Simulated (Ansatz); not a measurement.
# N2H (dinitrogen monohydride): levels of theory compared

Aim: a comparison of 6 runs (UB3LYP/STO-3G, UBHLYP/STO-3G, UPBE0/STO-3G, UCCSDT(Q)/STO-3G, UCCSD/STO-3G, UCCSD(T)/STO-3G) of N2H (dinitrogen monohydride). 

Program for the calculation: Ansatz 0.2.0.

## (1) The molecule

N2H has 3 atoms, charge 0, and is taken as a doublet. SMILES: `[N]=N`. The H3–N2 distance was set to 2.074 Å, away from the relaxed value. At this shape the atoms don't form one bonded unit as the SMILES string has it.

Bond lengths: N1–N2 1.164 Å.

## (2) The energy at UB3LYP/STO-3G (run 1)

Input file run.yaml:

```yaml
crystal:
  periodic: [false, false, false]
  atoms:
    - {symbol: "N", position_ang: [0.944082, -1.651606, 0.344959]}
    - {symbol: "N", position_ang: [-0.014288, -1.196546, -0.133001]}
    - {symbol: H, position_ang: [-0.472040, 0.825820, -0.172480]}
basis:
  gaussian:
    orbitals: STO-3G
accuracy: high
magnetization:
  spin_polarized: true
  initial_magnetization: 1
hamiltonian:
  xc: {name: B3LYP}
```

Launch:

```console
$ ansatz run run.yaml --threads 1 --pin off --max-ram 2610MiB --events-out events.jsonl --progress --plain --runs-dir runs
```

Output:

```text
Warning: RAYON_NUM_THREADS=1 ignored (pool sized by the plan → 1); use --threads N
Functional definition: B3LYP
  name "B3LYP"
  parameter a0 = 0.2
  parameter ax = 0.72
  parameter ac = 0.81
  exchange = (1 - a0 - ax)*slater_x + ax*b88_x + a0*exact_x
  correlation = (1 - ac)*vwn_rpa_c + ac*lyp_c
167 factors; integrals over basis functions are off by at most 1.5e-8 eV
mean field evaluation 1: about -2952.7447 eV, gradient 4.7e0 eV
mean field evaluation 2: about -2953.0265 eV, gradient 3.2e0 eV
mean field evaluation 4: about -2953.0822 eV, gradient 2.0e-1 eV
mean field evaluation 8: about -2953.0393 eV, gradient 8.9e-3 eV
mean field evaluation 16: about -2953.0393 eV, gradient 3.9e-6 eV
mean field -2953.03931074 eV, -108.5221930277 hartree, gradient 4.8e-8 eV, S^2 0.751877; 0 other end points of the search recorded, 0 dependent functions left out
reference -2953.03933086 eV, -108.5221937672 hartree; 8, 7 occupied and 3, 4 virtual orbitals, 167 factors
Total energy: -2953.03933086 eV, -108.5221937672 hartree
```

Wall time 0.78 s (1 thread of Arm Neoverse V1, shared host).

## (3) The energy at UBHLYP/STO-3G (run 2)

Input file in.yaml:

```yaml
basis:
  gaussian: {orbitals: STO-3G}
crystal:
  periodic: [false, false, false]
  atoms:
    - symbol: "N"
      position_ang: [0.944082, -1.651606, 0.344959]
    - symbol: "N"
      position_ang: [-0.014288, -1.196546, -0.133001]
    - symbol: H
      position_ang: [-0.472040, 0.825820, -0.172480]
magnetization: {spin_polarized: true, initial_magnetization: 1}
hamiltonian: {xc: {name: BHLYP}}
accuracy: high
```

Launch:

```console
$ ansatz run in.yaml --threads 1 --pin off --max-ram 2610MiB --events-out events.jsonl --progress --plain --runs-dir runs
```

Output:

```text
Warning: RAYON_NUM_THREADS=1 ignored (pool sized by the plan → 1); use --threads N
Functional definition: BHLYP
  name "BHLYP"
  parameter a = 0.5
  exchange = (1 - a)*b88_x + a*exact_x
  correlation = lyp_c
167 factors; integrals over basis functions are off by at most 1.5e-8 eV
mean field evaluation 1: about -2951.0844 eV, gradient 4.9e0 eV
mean field evaluation 2: about -2951.4595 eV, gradient 2.5e0 eV
mean field evaluation 4: about -2951.5139 eV, gradient 1.9e-1 eV
mean field evaluation 8: about -2951.4960 eV, gradient 3.9e-2 eV
mean field evaluation 16: about -2951.4962 eV, gradient 4.6e-5 eV
mean field -2951.49615525 eV, -108.4654831095 hartree, gradient 4.4e-8 eV, S^2 0.753922; 0 other end points of the search recorded, 0 dependent functions left out
reference -2951.49616905 eV, -108.4654836165 hartree; 8, 7 occupied and 3, 4 virtual orbitals, 167 factors
Total energy: -2951.49616905 eV, -108.4654836165 hartree
```

Run time: 0.72 s. Hardware: 1 thread of Arm Neoverse V1, shared host.

Runs 3 to 5 aren't shown in full; the table further down has their settings and results.

## (4) A single-point energy at UCCSD(T)/STO-3G (run 6)

Input file input.yaml:

```yaml
crystal:
  periodic: [false, false, false]
  atoms:
    - {symbol: N, position_ang: [0.944082, -1.651606, 0.344959]}
    - {symbol: "N", position_ang: [-0.014288, -1.196546, -0.133001]}
    - {symbol: H, position_ang: [-0.472040, 0.825820, -0.172480]}
basis:
  gaussian: {orbitals: STO-3G}
total_charge: 0
magnetization: {spin_polarized: true, initial_magnetization: 1}
correlation: {method: ccsd_t, frozen_orbitals: {H: 0, "N": 1}}
accuracy: high
scf: {omitted_lower_state_checks: [cluster_reference, increment]}
```

Launch:

```console
$ ansatz run input.yaml --threads 1 --pin off --max-ram 2610MiB --events-out events.jsonl --progress --plain --runs-dir runs
```

Output:

```text
Warning: RAYON_NUM_THREADS=1 ignored (pool sized by the plan → 1); use --threads N
[... 12 lines left out ...]
2 core orbitals not correlated: weight in the atoms' cores, before any rotation towards them, 1.000 or more for the frozen orbitals, at most 0.000 for the correlated occupied ones
[... 28 lines left out ...]
Total energy: -2942.43525502 eV, -108.1325011679 hartree
Checks for a lower state left out: cluster_reference, increment
```

Run time: 0.22 s. Hardware: 1 thread of Arm Neoverse V1, shared host.

## (5) All runs side by side

| run | level | frozen core orbitals | energy (Eh) | ⟨S²⟩ | wall time |
| --- | --- | --- | --- | --- | --- |
| 1 | UB3LYP/STO-3G | – | -108.522194 | 0.752 | 0.78 s |
| 2 | UBHLYP/STO-3G | – | -108.465484 | 0.754 | 0.72 s |
| 3 | UPBE0/STO-3G | – | -108.419278 | 0.752 | 0.78 s |
| 4 | UCCSDT(Q)/STO-3G | 2 | -108.134337 | 1.133 | 1.8 s |
| 5 | UCCSD/STO-3G | 2 | -108.131286 | 1.133 | 0.2 s |
| 6 | UCCSD(T)/STO-3G | 2 | -108.132501 | 1.133 | 0.22 s |

## (6) Summary of results

```
                                          quantity          value
                               run 6: total energy  -108.13250 Eh
run 6: correlation energy (2 core orbitals frozen)     -168.5 mEh
                             run 6: (T) correction      -1.21 mEh
          run 6: ⟨S²⟩ of the reference determinant          1.133
                              run 6: T1 diagnostic          0.077
```

In words: Totals of different functionals can't be ranked against each other. In runs 4, 5, 6 the T1 diagnostic is large, so a single reference may not serve. In runs 1, 2, 3, 4, 5, 6 the basis is minimal, so dipoles, gaps and forces are rough. Spin contamination of the reference: run 4 ⟨S²⟩ = 1.13, run 5 ⟨S²⟩ = 1.13, run 6 ⟨S²⟩ = 1.13. All runs together took 4.5 s, the longest 1.8 s.
